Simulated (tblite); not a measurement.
# Br2F: the cost of one run

Programs: tblite 0.8.0 and PySCF 2.14.0. All values are calculated, for the isolated system unless a continuum is named. Atoms count from 0, parts from 1.

## (1) The system as given

3 atoms, charge -1, multiplicity 1; geometry: rigid parts in contact. Parts: 1 = atoms 0–1, `FBr`, charge 0; 2 = atom 2, `[Br-]`, charge -1.

## (2) Docking the parts with GFN2-xTB

Job settings and geometry (Å):

```
{"job": {"kind": "dock", "xc": "GFN2-xTB", "basis": "xTB"}, "charge": -1, "multiplicity": 1, "parts": [{"atoms": "0-1", "charge": 0, "multiplicity": 1}, {"atoms": "2-2", "charge": -1, "multiplicity": 1}]}
Br     0.899750    -0.008983    -0.001286
F     -0.899750     0.008983     0.001286
Br     3.867662    -0.172817     0.558588
```

Method: GFN2-xTB search for minima from random contacts, gas phase.

Run with:

```sh
> OMP_NUM_THREADS=1 python cluster_run.py task.json out
```

This one command runs all jobs of the session in turn.

Q: Estimate the wall time of this first job on 1 thread of Intel Xeon Platinum 8375C at 2.90GHz, shared host.

About 1.3 s.
